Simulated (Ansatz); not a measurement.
The same path of CH6Si (8 atoms, charge 0, multiplicity 1) was run 3 times with different band settings. Lost on the way: Si1–C2, Si1–H6. Made: C2–H6.

Level of theory: Ansatz, RKS PBE0-D4/6-31G*.

Relaxed end points:

```xyz
8
Properties=species:S:1:pos:R:3
Si 0.380 0.011 0.051
C 0.873 -0.012 1.866
H -0.006 -0.126 2.509
H 1.554 -0.844 2.075
H 1.379 0.917 2.146
H 1.579 0.162 -0.823
H -0.545 1.146 -0.234
H -0.312 -1.255 -0.328
```

```xyz
8
Properties=species:S:1:pos:R:3
Si 0.151 0.016 -0.914
C 1.211 0.014 1.762
H 0.155 -0.178 1.951
H 1.821 -0.793 2.172
H 1.503 0.979 2.179
H 1.451 0.052 0.672
H -0.745 1.053 -0.241
H -0.645 -1.143 -0.319
```

Common settings: spring 5.0 eV/Å²; optimiser quadratic models (default); force threshold 0.05 eV/Å; iteration limit 60; end points relaxed.

| run | movable images | climbing image | start path |
| --- | --- | --- | --- |
| 1 | 7 | yes | through a guess of the saddle point |
| 2 | 7 | yes | straight line |
| 3 | 6 | no | through a guess of the saddle point |

Q: What does each run give, and how far can it be trusted?

A: Run 1: converged after 13 iterations, highest image 3.106 eV above the first end. A vibrational analysis at the climbing image gives one clearly imaginary mode, 1228i cm⁻¹: a first-order saddle point.
Run 2: converged after 7 iterations, highest image 3.106 eV above the first end. Another band between the same ends (7 images) ends at a top of the same energy, where a vibrational analysis finds 1 clearly imaginary mode.
Run 3: converged after 7 iterations, highest image 3.018 eV above the first end. Neighbouring images differ by up to 1.3 eV, so the band resolves the path poorly. No image climbed, so the highest image needn't sit at the top of the path.
The orbitals stay closed-shell, which can raise the energy where a bond breaks towards radicals; this wasn't checked here.
